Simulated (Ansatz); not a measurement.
`CCOC(=S)S`, charge 0, multiplicity 1.

Give a relaxed structure at PBE0-D4/def2-TZVP (Ansatz 0.2.0). (Estimate.)

Ansatz gave: 
Z-matrix (Å, degrees):
```
C
C 1 1.504
H 1 1.091 2 110.8
H 1 1.092 2 109.6 3 119.7
H 1 1.091 2 110.7 3 -120.6
O 2 1.434 1 107.5 3 60.2
H 2 1.095 1 111.4 3 -59.0
H 2 1.095 1 111.4 3 179.4
C 6 1.323 2 121.3 1 179.4
S 9 1.626 6 121.2 2 179.9
S 9 1.767 6 114.8 2 -0.1
H 11 1.340 9 92.8 6 -179.9
```
Point group Cs.
This is one stationary point; other conformers may exist.
